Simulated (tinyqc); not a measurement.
Extended Hueckel theory, for BH3, step by step. One step of it, computed by the program tinyqc.

Question. Wolfsberg-Helmholz matrix. H_ij = K' S_ij (H_ii + H_jj)/2 for i != j (the diagonal keeps H_ii), with K' = K + D^2 + D^4 (1 - K), D = (H_ii - H_jj)/(H_ii + H_jj), K = 1.75.

overlap S:
```
           1B 2s     1B 2px     1B 2py     1B 2pz      2H 1s      3H 1s      4H 1s
1B 2s   1.000000   0.000000   0.000000   0.000000   0.511902   0.512011   0.512011
1B 2px  0.000000   1.000000   0.000000   0.000000   0.545843  -0.273008  -0.273008
1B 2py  0.000000   0.000000   1.000000   0.000000   0.000000   0.472734  -0.472734
1B 2pz  0.000000   0.000000   0.000000   1.000000  -0.008140  -0.008142  -0.008142
2H 1s   0.511902   0.545843   0.000000  -0.008140   1.000000   0.107134   0.107134
3H 1s   0.512011  -0.273008   0.472734  -0.008142   0.107134   1.000000   0.107207
4H 1s   0.512011  -0.273008  -0.472734  -0.008142   0.107134   0.107207   1.000000
```

diagonal H_ii (eV): 1B 2s -15.200000, 1B 2px -8.500000, 1B 2py -8.500000, 1B 2pz -8.500000, 2H 1s -13.600000, 3H 1s -13.600000, 4H 1s -13.600000

K = 1.750000

Give: H.

Answer.

H (eV):
```
           1B 2s    1B 2px   1B 2py   1B 2pz     2H 1s     3H 1s     4H 1s
1B 2s   -15.2000    0.0000   0.0000   0.0000  -12.9226  -12.9254  -12.9254
1B 2px    0.0000   -8.5000   0.0000   0.0000  -10.8636    5.4335    5.4335
1B 2py    0.0000    0.0000  -8.5000   0.0000    0.0000   -9.4086    9.4086
1B 2pz    0.0000    0.0000   0.0000  -8.5000    0.1620    0.1621    0.1621
2H 1s   -12.9226  -10.8636   0.0000   0.1620  -13.6000   -2.5498   -2.5498
3H 1s   -12.9254    5.4335  -9.4086   0.1621   -2.5498  -13.6000   -2.5515
4H 1s   -12.9254    5.4335   9.4086   0.1621   -2.5498   -2.5515  -13.6000
```
